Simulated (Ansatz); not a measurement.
# How the Born effective charge (magnitude) of zinc-blende BAs moves with the method

No measured value is used here.

```tsv
level (code)	value (e)	cell (Å³/atom)
LDA (Ansatz)	0.54	13.25
BLYP (Ansatz)	?	14.45
PBE (Ansatz)	?	13.90
revPBE (Ansatz)	0.40	14.11
RPBE (Ansatz)	0.39	14.18
PBE-D3(BJ) (Ansatz)	0.53	13.52
r²SCAN (Ansatz)	0.37	13.68
```

Q: Fill in the missing entries.

A: 
- BLYP (Ansatz, a program for electronic structure), value (e): 0.27
- PBE (Ansatz), value (e): 0.44

Each level is taken at its own relaxed cell. Cutoffs differ between the levels. Ansatz's density-functional and Hartree–Fock values are scalar-relativistic unless marked +SOC, with PAW data made under PBE.
